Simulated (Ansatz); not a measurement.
**C₂H₅Si radical: a ladder of functionals and wavefunction methods**

An exercise on one series of results from a longer session: the logs are not shown, and one member is left open.

Program: Ansatz 0.2.0, Gaussian basis. Level of theory: functionals in def2-TZVPP, the program's frozen cores in correlated methods. These are calculated values, not measurements.

Levels to be run: LDA (SPW92), PBE-D4, revPBE-D4, BLYP-D4, r2SCAN-D4, B97M-V, PBE0-D4, B3LYP-D4, r2SCANh-D4, r2SCAN0-D4, HSE06-D4, BHLYP-D4, CAM-B3LYP-D4, LC-ωPBE, ωB97X-V, ωB97M-V, B2PLYP, PBE-QIDH; CCSD(T)/def2-SVP; CCSD(T)/def2-TZVPP; MP2/def2-QZVPP; extrapolation to the limit; RPA on PBE.

### Structure used throughout

An earlier PBE0-D4 in a triple-zeta def2 set relaxation fixed the geometry.

SMILES `C=C[SiH2]`, 8 atoms, charge 0, spin multiplicity 2.

Atoms are counted from 1 here; the program's logs count them from 0.

Bond lengths: C1–C2 1.338 Å, C1–H4 1.086 Å, C1–H5 1.086 Å, C2–Si3 1.837 Å, C2–H6 1.089 Å, Si3–H7 1.488 Å, Si3–H8 1.487 Å. Angles: C2–C1–H4 121.8°, C2–C1–H5 122.0°, H4–C1–H5 116.2°, C1–C2–Si3 124.1°, C1–C2–H6 118.0°, Si3–C2–H6 117.8°, C2–Si3–H7 112.1°, C2–Si3–H8 113.3°, H7–Si3–H8 112.2°.

The first run:

in.yaml

```yaml
crystal:
  periodic: [false, false, false]
  atoms:
    - {symbol: C, position_ang: [-0.408592, 0.930223, -0.877907]}
    - {symbol: C, position_ang: [-0.357729, 0.348917, 0.326561]}
    - {symbol: Si, position_ang: [0.886379, -0.913491, 0.807621]}
    - {symbol: H, position_ang: [0.266232, 0.644939, -1.679888]}
    - {symbol: H, position_ang: [-1.128955, 1.708378, -1.111654]}
    - {symbol: H, position_ang: [-1.056658, 0.689200, 1.089165]}
    - {symbol: H, position_ang: [1.531546, -1.544062, -0.375104]}
    - {symbol: H, position_ang: [0.359978, -1.921203, 1.765406]}
basis:
  gaussian: {orbitals: def2-TZVPP}
magnetization: {spin_polarized: true, initial_magnetization: 1}
hamiltonian: {xc: lda}
output: {orbitals: {seedname: orbitals}}
```

Among the steps run: LDA; PBE-D4 (GGA); revPBE-D4 (GGA); BLYP-D4 (GGA); r2SCAN-D4 (meta-GGA); B97M-V (meta-GGA); PBE0-D4 (hybrid); B3LYP-D4 (hybrid); r2SCANh-D4 (hybrid); r2SCAN0-D4 (hybrid); HSE06-D4 (hybrid); BHLYP-D4 (hybrid); CAM-B3LYP-D4 (range-separated); LC-ωPBE-D4 (range-separated; the results give it without D4); ωB97X-V (range-separated); ωB97M-V (range-separated); B2PLYP (double hybrid); PBE-QIDH (double hybrid).

One table of the session follows, with a row left open; its other results are not shown here.

It belongs to the step «Frontier levels by functional». 

| functional | HOMO (eV) | LUMO (eV) | gap (eV) |
| --- | --- | --- | --- |
| LDA (SPW92) | -4.74 | -3.71 | 1.03 |
| PBE-D4 | -4.76 | -3.28 | 1.48 |
| revPBE-D4 | -4.74 | -3.14 | 1.60 |
| BLYP-D4 | -4.52 | -3.27 | 1.25 |
| r2SCAN-D4 | -5.08 | -2.81 | 2.27 |
| B97M-V | ? | ? | ? |
| PBE0-D4 | -5.76 | -2.33 | 3.42 |
| B3LYP-D4 | -5.47 | -2.70 | 2.77 |
| r2SCANh-D4 | -5.45 | -2.49 | 2.96 |
| r2SCAN0-D4 | -6.01 | -2.02 | 3.99 |
| HSE06-D4 | -5.36 | -2.71 | 2.65 |
| BHLYP-D4 | -6.55 | -1.47 | 5.08 |
| CAM-B3LYP-D4 | -6.88 | -1.42 | 5.46 |
| LC-ωPBE | -8.30 | -0.04 | 8.27 |
| ωB97X-V | -7.76 | -0.54 | 7.22 |
| ωB97M-V | -7.44 | -0.68 | 6.76 |

Estimate the missing values for B97M-V.

As computed: HOMO (eV): -4.82; LUMO (eV): -3.35; gap (eV): 1.47. In the column «HOMO (eV)» it lies between r2SCAN-D4 (-5.08) and PBE-D4 (-4.76).
